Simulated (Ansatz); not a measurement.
**Ligand exchange: SiH2(CH3)(NH2) + HOCN → SiH2(CH3)(OH) + CH2N2**

Gas-phase species: SiH2(CH3)(NH2), singlet; HOCN (cyanic acid) `N#CO`, singlet; SiH2(CH3)(OH), singlet; CH2N2 `N#CN`, singlet. The partners trade NH2 for OH: Si–NH2 and C–OH bonds give way to Si–OH and C–NH2.

Shapes, held fixed at every level: PBE0-D4/def2-TZVP. Flexible molecules stand in one conformer, not always the lowest. Programs: Ansatz 0.2.0. The zero-point and thermal change to 298 K, harmonic and unscaled (PBE0-D4/def2-TZVP), is +1.4 kJ/mol.

```
               level                   kind  ΔH(298 K) (kJ/mol)  less CCSD(T)/CBS estimate
r2SCAN-D4/def2-TZVPP               meta-GGA               -86.4                       +0.8
 B3LYP-D4/def2-TZVPP          global hybrid               -87.3                       -0.1
 BHLYP-D4/def2-TZVPP          global hybrid               -90.8                       -3.6
      MP2/def2-TZVPP    perturbation theory               -88.8                       -1.6
       CCSD/def2-SVP  coupled cluster or CI               -80.4                       +6.8
  CCSD(T)/def2-TZVPP  coupled cluster or CI               -86.1                       +1.1
     CCSD/def2-TZVPP  coupled cluster or CI               -87.6                       -0.4
CCSD(T)/CBS estimate  coupled cluster or CI               -87.2                        0.0
```

The highest level, CCSD(T)/CBS estimate, gives ΔH(298 K) = -87.2 kJ/mol; the levels span -90.8 to -80.4. The column of differences is taken from that level and isn't an error. No measured value is set beside it here. The CBS estimate extrapolates MP2 from def2-TZVPP and def2-QZVPP and adds CCSD(T) − MP2 in the triple-zeta set, cores frozen.
